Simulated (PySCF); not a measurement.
Stretching AlCl⁺

Set-up: PySCF, no relativity, basis sets Al pcseg-1, Cl pcseg-1. Energies in eV from Al⁺ + Cl in their ground configurations at the same level. All curves are PBE0. state 1: ²Σ⁺ (doublet), unpaired electrons σ ↑; state 2: quartet, unpaired electrons σ ↑, π ↑↑, a mixture of terms (⟨Lz²⟩ = 2.0), a second solution, started from another occupation.

```json
{"R (Å)": "1.753", "state 1": "-0.650", "state 2": "6.7543"}
{"R (Å)": "1.834", "state 1": "-1.349", "state 2": "5.5664"}
{"R (Å)": "1.916", "state 1": "-1.726", "state 2": "4.7305"}
{"R (Å)": "1.977", "state 1": "-1.856", "state 2": "4.2754"}
{"R (Å)": "2.038", "state 1": "-1.890", "state 2": "3.9341"}
{"R (Å)": "2.099", "state 1": "-1.852", "state 2": "3.6818"}
{"R (Å)": "2.181", "state 1": "-1.723", "state 2": "3.4513"}
{"R (Å)": "2.283", "state 1": "-1.486", "state 2": "3.2879"}
{"R (Å)": "2.405", "state 1": "-1.158", "state 2": "3.2137"}
{"R (Å)": "2.568", "state 1": "-0.740", "state 2": "3.2371"}
```

Q: Put a parabola through the three lowest points of the state 1 curve and estimate Re, k and ωe (reduced mass 15.23 u; 1 eV/Å² = 0.16022 mdyn/Å; ωe = 1302.8·√(k/μ) cm⁻¹).

A: Through R = 1.977, 2.038, 2.099 Å the second-order coefficient is 9.67 eV/Å², so Re ≈ 2.036 Å, k ≈ 3.10 mdyn/Å and ωe ≈ 588 cm⁻¹. A polynomial fit of higher order to the unrounded PBE0 energies gives Re = 2.033 Å, k = 3.13 mdyn/Å, ωe = 590 cm⁻¹; anharmonicity and rounding make the difference.

The higher-order fit for each curve: state 1: Re = 2.033 Å, ωe = 590 cm⁻¹, De = 1.89 eV; state 2: Re = 2.447 Å, ωe = 284 cm⁻¹, minimum 3.21 eV above the ground-state fragments.

For an ion De counts to the pair picked by the measured ionisation energies or electron affinities, which need not be the lowest pair at this level. Counting both spins, an empty level lies below a filled one in some of these solutions, because spin and occupation are held. The state is the lowest determinant that a PBE0 search found; another state may lie lower at other levels.
